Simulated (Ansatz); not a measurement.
Scan of [Cl···H···Si], triplet

Starting geometry:

```xyz
3

Cl    0.0000    0.0000   -1.5969
H     0.0000    0.0000   -0.3181
Si    0.0000    0.0000    1.9151
```

From there H2 is moved from one fragment to the other while all else, the fragments' distance too, stays fixed; atoms are numbered as listed. Energies are in kcal/mol, counted from the starting geometry at the same level.

Basis 6-31G; Ansatz 0.2.0. Correlated methods freeze the noble-gas cores. Prefix R: restricted or restricted open-shell reference; prefix U: unrestricted. Active spaces: valence = (12e, 9o) chosen from the atoms' valence shells.

Runs in a small pair space aren't shown, since their orbitals change along the scan.

Full CI is exact within this basis and frozen core; it isn't the basis-set limit. The frozen core follows each run's orbitals, which can shift R against U totals by a few meV.

```tsv
distance Cl1-H2 (Å)	full CI	unpaired electrons (full CI)	error RMP2	error RCCSD	error RCCSDT(Q)	error UCCSDTQ	error CASSCF (valence space)	error MRCISD (valence space)
1.189	7.0	2.02	-0.4	-0.1	0.0	0.0	-0.6	-0.1
1.279	0.0	2.03	0.0	0.0	0.0	0.0	0.0	0.0
1.392	-1.0	2.03	0.5	0.1	0.0	0.0	0.8	0.1
1.505	1.6	2.03	1.0	0.3	0.0	0.0	1.6	0.2
1.619	5.0	2.04	1.4	0.5	0.0	0.0	2.3	0.2
1.732	7.7	2.04	1.5	0.6	0.0	0.0	2.7	0.3
1.845	9.9	2.04	3.3	0.6	0.0	0.0	2.9	0.5
1.959	13.0	2.04	3.7	0.5	0.0	0.0	2.5	0.9
2.072	19.0	2.04	3.1	0.4	0.0	0.0	1.6	1.3
```

Unpaired electrons are Σ n²(2−n)² over natural occupations. Errors are those of relative energies. In total energy the starting point itself misses full CI by: RMP2 12.3, RCCSD 0.6, RCCSDT(Q) 0.0, UCCSDTQ 0.0, CASSCF (valence space) 33.1, MRCISD (valence space) 1.4 kcal/mol.

Spread of the error over the points with a reference, to 2.072 Å (largest less smallest): UCCSDTQ 0.0, RCCSDT(Q) 0.0, RCCSD 0.7, MRCISD (valence space) 1.3, CASSCF (valence space) 3.5, RMP2 4.0 kcal/mol.
